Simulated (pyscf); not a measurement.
H₃Ge–SnH₃ + H₂O → HO–GeH₂–SnH₃ + H₂ (four-centre exchange; singlet surface; Ge–H, H–O broken, Ge–O, H–H formed). Optimised with ωB97X-D3(BJ)/def2-SVP in PySCF. Energies in kcal/mol from the separated reactants.

| level | barrier | reaction energy |
|---|---|---|
| ωB97X-D3(BJ)/def2-TZVP | 45.0 | +0.2 |
| r²SCAN/def2-TZVP | 41.6 | -0.2 |
| PBE0-D3(BJ)/def2-TZVP | [?] | [?] |
| M06-2X/def2-TZVP | [?] | -3.5 |
| ωB97M-D3(BJ)/def2-TZVP | 45.3 | +1.5 |
| HF/def2-TZVP | 62.4 | +2.7 |

Question: Fill in the missing entries.

Answer: 
- PBE0-D3(BJ)/def2-TZVP, barrier: 42.6
- PBE0-D3(BJ)/def2-TZVP, reaction energy: +2.0
- M06-2X/def2-TZVP, barrier: 42.4

The functionals in the table span 3.7 kcal/mol in this barrier, from r²SCAN to ωB97M-D3(BJ)/def2-TZVP. On the reactant side the descent ends in a complex (not fully relaxed), 4.2 kcal/mol under the separated species and 49.3 kcal/mol under the saddle at ωB97X-D3(BJ)/def2-TZVP. At the saddle there is also a short Ge–H contact that neither side keeps. This is the saddle that the search found; another between the same sides may lie lower. Elements up to Kr have no core potential and no relativistic terms here. Elements past Kr carry the def2 core potentials, without spin-orbit coupling.
